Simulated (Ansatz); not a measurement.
Frontier orbitals of aluminium trichloride (monomer) (`[Cl][Al]([Cl])[Cl]`).

Total charge 0; spin multiplicity 1. Geometry: relaxed with PBE0-D4/def2-TZVP. Basis def2-TZVPP, Ansatz.

A caution on the coupled-cluster cation, which keeps the state that its UHF reference found: large T1 diagnostic of the cation.

```
             functional  HOMO (eV)  LUMO (eV)  gap (eV)
            LDA (SPW92)      -8.10      -2.42      5.68
                    PBE      -7.95      -2.11      5.84
                   BLYP      -7.76      -2.03      5.73
                   PBE0      -9.38      -1.26      8.12
                  B3LYP      -9.07      -1.53      7.54
HSE06 (plane-wave form)      -8.98      -1.63      7.35
                ωB97M-V     -11.62       0.50     12.12
                     HF     -12.69       1.81     14.50
```

**Question.** What is the vertical ionisation energy at frozen-core CCSD(T)/CBS(def2)? (An estimate is asked.)

**Answer.** Computed: 12.24 eV (T1 of the cation 0.064).

From PBE to PBE0 the HOMO moves by −1.43 eV and the LUMO by +0.85 eV, and with ωB97M-V by −3.67 and +2.61 eV, so the gap grows from 5.84 to 12.11 eV with exact exchange. A positive LUMO is unbound and depends on the basis. −ε(HOMO) differs from that ionisation energy by −4.29 eV with PBE and −0.63 eV with ωB97M-V.

B3LYP here is the variant with VWN-RPA as its local correlation; programs differ in this.
